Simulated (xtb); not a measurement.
methanol (CH4O), SMILES CO. All values are semi-empirical tight-binding results from xtb (GFN2-xTB unless named), good for trends rather than for accurate numbers. Geometry optimised at GFN2-xTB.

Computed properties:
```
Property                                        Value
--------------------------------------  -------------
point group as xtb finds it                        Cs
orbital gap                                  13.10 eV
dipole moment                                  1.92 D
zero-point energy                       31.2 kcal/mol
G − E(el) at 298.15 K (modified RRHO)   16.9 kcal/mol
static polarisability (D4 model)           21.6 bohr³
solvation energy, GFN2-xTB/ALPB(water)  -4.5 kcal/mol
solvation energy, GFN2-xTB/ALPB(thf)    -4.6 kcal/mol
```

**Question.** Give the IR lines (harmonic; lines under 4 % of the strongest left out, lines within 3 cm⁻¹ merged). (The exact figures need the calculation; the answer reports its results.)

**Answer.** ν (cm⁻¹): 374 (vs), 1031 (s), 1091 (m), 1315 (m), 2918 (m), 2938 (m), 3033 (w), 3559 (w) (against the strongest line: vs over 80 %, s over 45 %, m over 15 %, w over 4 %, vw less)
